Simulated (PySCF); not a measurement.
## LiF₂⁻ at several levels of theory

All levels use the PBE0 minimum (singlet; Li–F 1.688 Å (×2); F–Li–F 180.0°), basis [Li def2-TZVPD, F def2-TZVPD], no relativity, density fitting, no spin–orbit coupling, PySCF. For vertical energies the ionised species is a doublet (spins chosen at PBE0 and kept). Open shells are unrestricted, also as the reference of the correlated levels. A dash marks a value that was not computed or is not defined at that level.

```xyz
3
charge -1 multiplicity 1, angstrom
Li    0.0000    0.0000    0.0000
F     0.0000    0.0000    1.6878
F     0.0000    0.0000   -1.6878
```

```
 level  vertical detachment energy (eV)  −ε(HOMO) (eV)  gap (eV)
  PBE0                             5.44           3.00      6.83
    HF                             5.79           8.03     12.35
   MP2                             6.85              –         –
   PBE                             4.95           1.18      4.76
 B3LYP                             5.49           2.78      6.41
r2SCAN                             5.05           1.49      5.39
 TPSSh                                ?              ?         ?
  MN15                             5.81           3.97      8.47
  TPSS                                ?              ?         ?
```

**Question.** Fill in the row of TPSSh.

**Answer.** vertical detachment energy (eV) 5.08, −ε(HOMO) (eV) 1.94, gap (eV) 5.65.

**Question.** Fill in the row of TPSS.

**Answer.** vertical detachment energy (eV) 4.87, −ε(HOMO) (eV) 1.22, gap (eV) 4.83.

The lowest empty level of this anion is unbound, so it and the gap depend on the basis.
